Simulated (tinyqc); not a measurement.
CCD on RHF in the sto-3g basis, frozen core, for H2F+, spin multiplicity 1, step by step. One step of it, computed by the program tinyqc.

Problem. CCD: starting amplitudes. t_ij^ab = <ij||ab> / (e_i + e_j - e_a - e_b), whose energy is MP2.

orbital energies (hartree): MO1 -26.581951, MO2 -1.987026, MO3 -1.095261, MO4 -1.024759, MO5 -1.000360, MO6 -0.080032, MO7 0.037702

Two-electron integrals over orbitals (pq|rs), unique and non-zero (hartree); the lowest 1 orbital is frozen and left out:
```
p,q,r,s,(pq|rs)
2,2,2,2,0.860479
3,2,3,2,0.153424
3,3,2,2,0.749672
3,3,3,3,0.719143
4,2,2,2,-0.008260
4,2,3,3,-0.008902
4,2,4,2,0.159509
4,3,3,2,0.007160
4,3,4,3,0.049774
4,4,2,2,0.803400
4,4,3,3,0.695561
4,4,4,2,-0.084310
4,4,4,4,0.850374
5,2,5,2,0.183569
5,3,5,3,0.037765
5,4,5,2,-0.032971
5,4,5,4,0.051751
5,5,2,2,0.883468
5,5,3,3,0.738968
5,5,4,2,-0.054522
5,5,4,4,0.816321
5,5,5,5,0.997514
6,2,2,2,-0.136112
6,2,3,3,-0.085610
6,2,4,2,-0.048234
6,2,4,4,-0.087264
6,2,5,5,-0.138306
6,2,6,2,0.072663
6,3,3,2,0.020264
6,3,4,3,0.018663
6,3,6,3,0.065840
6,4,2,2,-0.162427
6,4,3,3,-0.097718
6,4,4,2,0.020179
6,4,4,4,-0.165672
6,4,5,5,-0.169592
6,4,6,2,0.059149
6,4,6,4,0.091616
6,5,5,2,-0.047324
6,5,5,4,-0.011070
6,5,6,5,0.024074
6,6,2,2,0.558920
6,6,3,3,0.540508
6,6,4,2,0.063598
6,6,4,4,0.531122
6,6,5,5,0.536697
6,6,6,2,-0.052731
6,6,6,4,-0.028409
6,6,6,6,0.536307
7,2,3,2,-0.069393
7,2,4,3,0.022057
7,2,6,3,0.024342
7,2,7,2,0.055913
7,3,2,2,-0.216513
7,3,3,3,-0.167327
7,3,4,2,0.058726
7,3,4,4,-0.193915
7,3,5,5,-0.236378
7,3,6,2,0.064073
7,3,6,4,0.099838
7,3,6,6,-0.017383
7,3,7,3,0.164696
7,4,3,2,0.054307
7,4,4,3,-0.002837
7,4,6,3,0.046110
7,4,7,2,-0.010062
7,4,7,4,0.051814
7,5,5,3,-0.025407
7,5,7,5,0.019111
7,6,3,2,0.084142
7,6,4,3,0.053437
7,6,6,3,0.081774
7,6,7,2,0.006349
7,6,7,4,0.065298
7,6,7,6,0.159425
7,7,2,2,0.590446
7,7,3,3,0.591839
7,7,4,2,0.009976
7,7,4,4,0.566806
7,7,5,5,0.577492
7,7,6,2,-0.039652
7,7,6,4,-0.029525
7,7,6,6,0.527814
7,7,7,3,-0.059999
7,7,7,7,0.558718
```

Give: Starting amplitudes; correlation energy.

Solution.

Starting amplitudes (spin orbitals 1a, 1b, ...; amplitudes related by a flip of all spins are not repeated):
```
from,to,t
3a 3b,7a 7b,-0.073
4a 4b,6a 6b,-0.048
3a 4b,6b 7a,0.048
3a 3b,6a 6b,-0.032
3a 4a,6a 7a,0.026
4a 4b,7a 7b,-0.024
3a 4b,6a 7b,-0.022
2a 3b,6a 7b,-0.021
2a 4b,6a 6b,-0.021
2a 2b,6a 6b,-0.019
2a 2b,7a 7b,-0.014
5a 5b,6a 6b,-0.013
2a 3a,6a 7a,-0.013
5a 5b,7a 7b,-0.009
2a 3b,6b 7a,0.008
2a 4b,7a 7b,3.26e-03
```

correlation energy = -0.04353 hartree
